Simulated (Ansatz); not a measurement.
# Graphite under RPBE: from relaxation to bulk modulus

What does RPBE give for carbon in the graphite structure? We relax it, solve it on a dense k-mesh, switch on spin-orbit coupling, then scale the cell to 7 volumes from 88 to 112 % of the relaxed one and try a fit of the equation of state. The k-meshes are 8×8×3 for the relaxation; 14×14×3 for the dense run; 11×11×3 for spin-orbit coupling; 14×14×3 for the volumes. It starts from a deposited cell (COD).

Method: DFT RPBE, plane waves (420 eV) with PAW, scalar-relativistic; PBE-made PAW files, in Ansatz 0.2.0.

## (1) Starting point

It takes space group P6_3/mmc (No. 194, hexagonal). Conventional cell: a = 2.464 Å, b = 2.464 Å, c = 6.711 Å, α = 90.00°, β = 90.00°, γ = 120.00°. C (site symmetry -6m2) is surrounded by 3 C at 1.42 Å.

As a file:

```cif
data_structure
_symmetry_space_group_name_H-M 'P6_3/mmc'
_symmetry_Int_Tables_number 194
_cell_length_a 2.4640
_cell_length_b 2.4640
_cell_length_c 6.7110
_cell_angle_alpha 90.000
_cell_angle_beta 90.000
_cell_angle_gamma 120.000
_cell_volume 35.29
loop_
_atom_site_label
_atom_site_type_symbol
_atom_site_symmetry_multiplicity
_atom_site_Wyckoff_symbol
_atom_site_fract_x
_atom_site_fract_y
_atom_site_fract_z
_atom_site_occupancy
C1 C 2 b 0.00000 0.00000 0.25000 1
C2 C 2 c 0.33333 0.66667 0.25000 1
```

## (2) Relaxing cell and atoms

File input.yaml:

```yaml
crystal:
  lattice:
    - [2.4640014744, 0.0, 0.0]
    - [-1.2320007372, 2.1338878718, 0.0]
    - [0.0, 0.0, 6.711]
  atoms:
    - { symbol: C, position: [0.0, 0.0, 0.25] }
    - { symbol: C, position: [0.0, 0.0, 0.75] }
    - { symbol: C, position: [0.3333333333, 0.6666666667, 0.25] }
    - { symbol: C, position: [0.6666666667, 0.3333333333, 0.75] }
hamiltonian:
  xc: rpbe
  pseudopotentials:
    kind: paw
    azcp:
      C: "pseudopotentials/C.paw.azcp"
basis:
  ecutwfc: 420
  fft_grid_basis: typed
kpoints:
  mp_grid: { grid: [8, 8, 3], shift: [0, 0, 0] }
magnetization:
  spin_polarized: false
scf:
  occupations: { method: fermi_dirac, width: 0.05 }
relax:
  max_steps: 60
  f_tol: 0.01
  cell: {}
```

Further steps of the session: The energy on a finer k-mesh; With spin-orbit coupling; At 88 % of the relaxed volume; At 92 % of the relaxed volume; At 96 % of the relaxed volume; At 100 % of the relaxed volume; At 104 % of the relaxed volume; At 108 % of the relaxed volume; At 112 % of the relaxed volume.

Before running it: what results should come out? Wanted: space group; conventional cell; volume; shortest distance; gap on the mesh; gap with spin-orbit coupling, on another mesh; V₀, B₀, B₀′.

As calculated:

| quantity | value |
| --- | --- |
| space group (spins left aside) | P6_3/mmc (No. 194) |
| conventional cell | a = 2.477 Å, c = 9.655 Å (c/a = 3.897) |
| volume | 12.826 Å³/atom |
| shortest distance | 1.430 Å |
| against the deposited volume | +45.4 % (8.821 Å³/atom) |
| gap on the mesh | 1.17 eV |
| gap with spin-orbit coupling, on another mesh | 1.47 eV |
| V₀, B₀, B₀′ | 12.826 Å³/atom, 187 GPa, 3.6 |

**Reading.** RPBE puts the volume 45.4 % above the deposited one. Without a dispersion correction the weakly bound parts drift apart. The mesh shows a gap of 1.17 eV. Real carbon in this structure is a semimetal; the mesh holds no K point, where the bands touch, so this gap is an artefact of the mesh. The spin-orbit run has a gap of 1.47 eV against 1.17 eV; the two meshes hold different k-points, and a band edge that one misses the other may hit, so the change says little about spin-orbit coupling. The total energy of the spin-orbit run (on a coarser mesh) lies 0 meV/atom from the scalar one; mesh and treatment of the core enter this figure, so it is no spin-orbit energy. B₀ comes out at 187 GPa; even scaling stretches the bonds with the cell, so it lies well above the modulus that a cell free to change shape would show.
